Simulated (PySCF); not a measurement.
HO, SMILES [OH] (connectivity only; charge and spin as stated), charge -1, multiplicity 1.

Geometry optimised at PBE-D3(BJ)/def2-TZVPD. The multiplicity is an assumed one; other spin states were not compared.

Level of theory: PySCF with PBE-D3(BJ)/def2-TZVPD.

Frequencies are harmonic and unscaled.

Computed vibrational spectrum:
```csv
mode,ν (cm⁻¹),IR (km/mol),moving atoms (share of kinetic energy)
1,3646,82.8,H 94 %
```
